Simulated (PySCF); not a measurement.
Al2, triplet: reading a ladder of total energies

Geometry: a PBE0/def2-TZVP stationary point for this spin.

```json
{"atom": "Al", "x (Å)": "0.0000", "y (Å)": "0.0000", "z (Å)": "0.0000"}
{"atom": "Al", "x (Å)": "0.0000", "y (Å)": "0.0000", "z (Å)": "2.4788"}
```

Basis cc-pVDZ; PySCF 2.14.0. Correlated methods freeze the noble-gas cores, which leaves 6 electrons in 26 orbitals. R marks a restricted (for open shells ROHF) determinant.

Full CI is exact within this basis and frozen core; it isn't the basis-set limit.

RCCSD has a T1 diagnostic of 0.029 and a largest doubles amplitude of 0.15.

The cluster runs stand on a determinant 0.12 eV above the lowest RHF solution, chosen by a search with trial CCSD; the correlation energy below is counted from it.

```tsv
level	total energy (hartree)
RHF determinant under the cluster runs	-483.756914
RMP2	-483.851115
RCCSD	-483.876703
RCCSD(T)	-483.884248
RCCSDT	-483.886209
full CI	-483.886974
```

Question: What is the correlation energy at full CI, and what share of it do RMP2 and RCCSD(T) recover?

Answer: E(corr) = -483.886974 − (-483.756914) = -0.130060 hartree = -3.539 eV. RMP2: -0.094201 / -0.130060 = 72.43 %. RCCSD(T): -0.127334 / -0.130060 = 97.90 %.

Question: By how many kcal/mol does RCCSD(T) miss full CI (1 hartree = 627.509 kcal/mol), and which steps make up the rest?

Answer: -483.884248 − (-483.886974) = 0.002726 hartree = 1.71 kcal/mol. Steps: RCCSDT − RCCSD(T) = -1.23, full CI − RCCSDT = -0.48 kcal/mol. Differences between like states or geometries often cancel part of this.
